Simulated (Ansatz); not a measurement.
**BSiH (singlet): wave-function methods side by side at distance Si1–B2 = 1.479 Å, 6-31G**

How much of the correlation energy of BSiH (singlet) does each wave-function method recover here?

Method: 6-31G, core rule «outside noble gas», up to 6 orbitals frozen; program: Ansatz 0.2.0, Gaussian basis.

The runs, in order: UHF; CCSD(T) on RHF; CCSD(T) on UHF; BCCD(T) on RHF; CISD; CCSDT(Q) on RHF; CCSDT(Q) on UHF; CISDTQ; CCSDTQ on RHF; CCSDTQ on UHF; CASSCF and MRCISD+Q, 2 electrons in 2 orbitals; CASSCF and NEVPT2, 2 electrons in 2 orbitals; CASSCF and MRCISD+Q, 8 electrons in 9 orbitals; CASSCF and NEVPT2, 8 electrons in 9 orbitals; Full CI.

26 further runs of the same task are left out: 2 for a known fault of the program, 17 that didn't finish, 7 set aside as unsound or not needed.

**1. The system**

The geometry derives from a PBE0/def2-TZVP stationary point (not a proven minimum). One bond is set to the value named and the two fragments are kept rigid.

3 atoms, charge 0, spin multiplicity 1.

Atoms are counted from 1 here; the program's logs count them from 0.

Bond lengths: Si1–B2 1.479 Å, B2–H3 1.186 Å. Angles: Si1–B2–H3 180.0°.

**2. UHF**

in.yaml reads:

```yaml
crystal:
  periodic: [false, false, false]
  atoms:
    - {symbol: Si, position_ang: [0.000000, 0.000000, -1.381322]}
    - {symbol: B, position_ang: [0.000000, 0.000000, 0.097678]}
    - {symbol: H, position_ang: [0.000000, 0.000000, 1.283644]}
basis:
  gaussian: {orbitals: 6-31G}
magnetization: {spin_polarized: true, initial_magnetization: 0}
hamiltonian: {xc: hf}
output: {orbitals: {seedname: orbitals}}
```

Command:

```bash
ansatz run in.yaml --threads 1 --pin off --events-out ev --progress --plain --max-ram 2393MiB
```

The runs that follow: CCSD(T) on RHF; CCSD(T) on UHF; BCCD(T) on RHF; CISD; CCSDT(Q) on RHF; CCSDT(Q) on UHF; CISDTQ; CCSDTQ on RHF; CCSDTQ on UHF; CASSCF and MRCISD+Q, 2 electrons in 2 orbitals; CASSCF and NEVPT2, 2 electrons in 2 orbitals; CASSCF and MRCISD+Q, 8 electrons in 9 orbitals; CASSCF and NEVPT2, 8 electrons in 9 orbitals; Full CI.

**Question.** What will the summary of the whole plan be? Wanted: FCI below the RHF energy; RMP2 from FCI; RCCSD from FCI; RCCSD(T) from FCI; RCCSDT(Q) from FCI; NEVPT2 pair from FCI; MRCISD+Q pair from FCI; NEVPT2 valence from FCI; T1 diagnostic.

The runs gave:

| quantity | value |
| --- | --- |
| FCI below the RHF energy | -3.0142 eV |
| RMP2 from FCI | +895.6 meV |
| RCCSD from FCI | +162.9 meV |
| RCCSD(T) from FCI | +82.5 meV |
| RCCSDT(Q) from FCI | +16.9 meV |
| NEVPT2 pair from FCI | +726.4 meV |
| MRCISD+Q pair from FCI | +10.8 meV |
| NEVPT2 valence from FCI | +249.2 meV |
| levels within 1 kcal/mol (43 meV) | RCCSDT, CISDTQ, RCCSDT(Q), RCCSDTQ, MRCISD+Q pair, MRCISD valence, MRCISD+Q valence |
| T1 diagnostic | 0.009 |
| effectively unpaired electrons | 2.03 |

What this shows: RCCSD(T) lands +82.5 meV from the yardstick (2.7 % of the correlation energy). The occupations show strong static correlation (2.0 unpaired electrons where one determinant has 0). Coupled cluster on one determinant still stays close here. Of the multireference levels listed MRCISD+Q valence comes nearest in total energy (+4.3 meV), which doesn't show that its space is the better one. These misses are within one basis, not against nature.
